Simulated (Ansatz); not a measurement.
# C2H3ClF2: how energies converge with the basis set

Aim: see how fast density functionals converge with the basis set for C2H3ClF2.

Program: Ansatz 0.2.0, Gaussian basis. Level of theory: one geometry, several basis sets. These are calculated values, not measurements.

Levels to be run: PBE0-D4/def2-SVP; ωB97M-V/def2-SVP; PBE0-D4/def2-QZVPP; ωB97M-V/def2-QZVPP; the functionals' def2-TZVPP values are taken from earlier runs.

## Step 1: The geometry

All runs share one geometry, relaxed beforehand with PBE0-D4 in a triple-zeta def2 set.

SMILES `CC(F)(F)Cl`, 8 atoms, charge 0, spin multiplicity 1.

Atoms are counted from 1 here; the program's logs count them from 0.

Bond lengths: C1–C2 1.499 Å, C1–H6 1.089 Å, C1–H7 1.091 Å, C1–H8 1.089 Å, C2–F3 1.343 Å, C2–F4 1.343 Å, C2–Cl5 1.781 Å. Angles: C2–C1–H6 109.7°, C2–C1–H7 108.3°, C2–C1–H8 109.7°, H6–C1–H7 109.7°, H6–C1–H8 109.6°, H7–C1–H8 109.7°, C1–C2–F3 111.0°, C1–C2–F4 111.0°, C1–C2–Cl5 112.0°, F3–C2–F4 106.8°, F3–C2–Cl5 107.9°, F4–C2–Cl5 107.9°.

As a file:

```xyz
8
charge 0, multiplicity 1
C    -0.5805   -0.3128    0.4702
C     0.5366    0.1726   -0.4029
F     1.7255    0.0072    0.1995
F     0.5838   -0.5182   -1.5536
Cl    0.3644    1.8986   -0.8080
H    -0.5896    0.2499    1.4020
H    -0.4168   -1.3710    0.6807
H    -1.5312   -0.1834   -0.0438
```

## Step 2: PBE0-D4 in def2-SVP

File in.yaml:

```yaml
crystal:
  periodic: [false, false, false]
  atoms:
    - {symbol: C, position_ang: [-0.580477, -0.312824, 0.470182]}
    - {symbol: C, position_ang: [0.536630, 0.172637, -0.402853]}
    - {symbol: F, position_ang: [1.725505, 0.007235, 0.199479]}
    - {symbol: F, position_ang: [0.583813, -0.518182, -1.553560]}
    - {symbol: Cl, position_ang: [0.364437, 1.898593, -0.808009]}
    - {symbol: H, position_ang: [-0.589641, 0.249859, 1.401950]}
    - {symbol: H, position_ang: [-0.416823, -1.371037, 0.680705]}
    - {symbol: H, position_ang: [-1.531245, -0.183380, -0.043795]}
basis:
  gaussian: {orbitals: def2-SVP}
hamiltonian: {xc: pbe0, dispersion: d4}
output: {orbitals: {seedname: orbitals}}
```

On the command line:

```bash
$ ansatz run in.yaml --threads 2 --pin off --events-out ev --progress --plain --max-ram 4352MiB
```

After this run come: ωB97M-V in def2-SVP; PBE0-D4 in def2-QZVPP; ωB97M-V in def2-QZVPP.

**Question.** What will the summary of the whole plan be? Wanted: PBE0-D4: double and triple zeta above quadruple; ωB97M-V: double and triple zeta above quadruple.

**Answer**, as computed:

| quantity | value |
| --- | --- |
| PBE0-D4: double and triple zeta above quadruple | 14.10, 0.76 eV |
| ωB97M-V: double and triple zeta above quadruple | 14.26, 0.72 eV |

PBE0-D4 gains 13.34 eV from double to triple zeta, then 0.76 eV more. These are total energies; as a rule much of such shifts cancels in differences, which this series doesn't test. The LUMO of ωB97M-V is positive and keeps falling with the basis (3.50 to 1.93 eV): an unbound level that the basis holds in place.
